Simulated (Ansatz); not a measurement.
C$_{4}$H$_{8}$, triplet, geometry from GFN2-xTB (a higher spin typed on purpose: for a closed-shell molecule this is an excited state); HF/STO-3G (Ansatz, an electronic-structure program).

Input for Ansatz:
Ansatz 0.2 input:
```yaml
crystal:
  periodic: [false, false, false]
  atoms:
    - {symbol: C, position_ang: [-1.15624507, -0.87916860, -0.04051442]}
    - {symbol: C, position_ang: [-0.01256111, 0.08350426, 0.01189816]}
    - {symbol: C, position_ang: [1.36521109, -0.48911726, -0.09391931]}
    - {symbol: C, position_ang: [-0.22788925, 1.49221281, 0.14524560]}
    - {symbol: H, position_ang: [-1.01654276, -1.68594538, 0.68395579]}
    - {symbol: H, position_ang: [-1.22938198, -1.34750214, -1.02810732]}
    - {symbol: H, position_ang: [-2.09715668, -0.37703551, 0.16949563]}
    - {symbol: H, position_ang: [1.59582270, -1.11669389, 0.77353669]}
    - {symbol: H, position_ang: [2.11067560, 0.29966423, -0.15358709]}
    - {symbol: H, position_ang: [1.45354928, -1.12579148, -0.97865012]}
    - {symbol: H, position_ang: [-0.35123030, 2.13528041, -0.71439919]}
    - {symbol: H, position_ang: [-0.27682982, 1.97343663, 1.11149528]}
basis:
  gaussian:
    orbitals: STO-3G
hamiltonian:
  xc: hf
magnetization: {spin_polarized: true, initial_magnetization: 2}
```

The log (banner, timings and long lists left out):

```
Functional definition: HF
384 factors; integrals over basis functions are off by at most 5.1e-5 eV
mean field evaluation 1: about -4193.9645 eV, gradient 1.1e1 eV
mean field evaluation 2: about -4194.1863 eV, gradient 1.1e1 eV
mean field evaluation 4: about -4195.5167 eV, gradient 1.0e0 eV
mean field evaluation 8: about -4195.5333 eV, gradient 1.6e-2 eV
mean field -4195.53330499 eV, -154.1830051239 hartree, gradient 6.6e-5 eV, S^2 2.013730; 0 other end points of the search recorded, 0 dependent functions left out
reference -4195.53330499 eV, -154.1830051239 hartree; 17, 15 occupied and 11, 13 virtual orbitals, 384 factors
Total energy: -4195.53330499 eV, -154.1830051239 hartree
```
